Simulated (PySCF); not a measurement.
CH3O (cation, charge +1), SMILES C=[OH+], singlet (B3LYP/def2-SVP optimised geometry):

```
5

C      0.217    -0.095     0.000
O     -0.331     1.023     0.000
H      1.319    -0.095     0.000
H     -0.367    -1.033     0.001
H     -1.319     1.033     0.001
```

Calculation: B3LYP/def2-TZVP in PySCF 2.14.0.

What are the frontier orbital energies?

HOMO-2 -21.98 eV, HOMO-1 -20.42 eV, HOMO -18.24 eV, LUMO -10.32 eV, LUMO+1 -6.16 eV.

On the same geometry PBE/def2-TZVP run with PySCF gives HOMO-2 -20.37 eV, HOMO-1 -19.18 eV, HOMO -16.77 eV, LUMO -11.33 eV, LUMO+1 -6.76 eV.

Meta-Löwdin charges at B3LYP/def2-TZVP: C1 0.32, O2 -0.17, H3 0.22, H4 0.20, H5 0.43.
